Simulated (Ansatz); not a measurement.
```yaml
crystal:
  periodic: [false, false, false]
  atoms:
    - {symbol: C, position_ang: [-1.553445, -0.426606, -0.774746]}
    - {symbol: C, position_ang: [-0.352871, -0.400825, 0.123441]}
    - {symbol: Cl, position_ang: [-0.885659, -0.403637, 1.861563]}
    - {symbol: O, position_ang: [0.388635, 0.738778, -0.158232]}
    - {symbol: C, position_ang: [1.640500, 0.795198, 0.414893]}
    - {symbol: F, position_ang: [2.472606, -0.145582, -0.148093]}
    - {symbol: H, position_ang: [-2.150559, 0.473331, -0.624949]}
    - {symbol: H, position_ang: [-2.165693, -1.302061, -0.562988]}
    - {symbol: H, position_ang: [-1.219486, -0.462845, -1.813852]}
    - {symbol: H, position_ang: [0.259507, -1.298945, 0.032289]}
    - {symbol: H, position_ang: [2.042853, 1.783917, 0.194696]}
    - {symbol: H, position_ang: [1.600511, 0.594277, 1.489876]}
basis:
  gaussian: {orbitals: "6-31++G**"}
hamiltonian: {xc: {name: wB97X-V}}
scf: {lower_state_search: light}
output: {forces: true}
```

```sh
$ ansatz run in.yaml --threads 4 --pin off --events-out ev --progress --plain --max-ram 10444MiB
```

It prints (some lines left out):

```
Functional definition: wB97X-V
1363 factors; integrals over basis functions are off by at most 9.8e-4 eV
362 factors; integrals over basis functions are off by at most 2.1e-5 eV
mean field evaluation 1: about -20487.0566 eV, gradient 4.5e1 eV
mean field evaluation 2: about -20488.5261 eV, gradient 3.9e1 eV
mean field evaluation 4: about -20491.0772 eV, gradient 1.9e0 eV
mean field evaluation 8: about -20491.2570 eV, gradient 1.7e-1 eV
mean field evaluation 16: about -20491.2571 eV, gradient 8.4e-5 eV
mean field -20491.25706905 eV, -753.0398078148 hartree, gradient 2.3e-5 eV, S^2 0.000000; 0 other end points of the search recorded, 0 dependent functions left out
reference -20491.25706520 eV, -753.0398076732 hartree; 29, 29 occupied and 125, 125 virtual orbitals, 1363 factors
Total energy: -20491.25706520 eV, -753.0398076732 hartree
Atom 0 at    -1.553445    -0.426606    -0.774746 Å, force    -0.177690     0.011391    -0.188994 eV/Å
Atom 1 at    -0.352871    -0.400825     0.123441 Å, force     0.012794    -0.300471     0.234532 eV/Å
Atom 2 at    -0.885659    -0.403637     1.861563 Å, force    -0.053340     0.028873     0.139664 eV/Å
Atom 3 at     0.388635     0.738778    -0.158232 Å, force    -0.189630     0.291173    -0.237238 eV/Å
Atom 4 at     1.640500     0.795198     0.414893 Å, force     0.038918     0.444098     0.349871 eV/Å
Atom 5 at     2.472606    -0.145582    -0.148093 Å, force     0.336456    -0.419133    -0.236964 eV/Å
Atom 6 at    -2.150559     0.473331    -0.624949 Å, force    -0.077803     0.116709     0.017913 eV/Å
Atom 7 at    -2.165693    -1.302061    -0.562988 Å, force    -0.088590    -0.119411     0.021420 eV/Å
Atom 8 at    -1.219486    -0.462845    -1.813852 Å, force     0.040212    -0.003795    -0.109371 eV/Å
Atom 9 at     0.259507    -1.298945     0.032289 Å, force     0.093853    -0.094008    -0.054249 eV/Å
Atom 10 at     2.042853     1.783917     0.194696 Å, force     0.043617     0.079535    -0.031469 eV/Å
Atom 11 at     1.600511     0.594277     1.489876 Å, force     0.021203    -0.034960     0.094884 eV/Å
Dipole moment:    -0.059072     0.049101    -0.149643 e Å
```

It took 3.8 s on 4 threads of an Intel Xeon 6975P-C on a shared host, with 0.55 GiB of host memory at the peak.
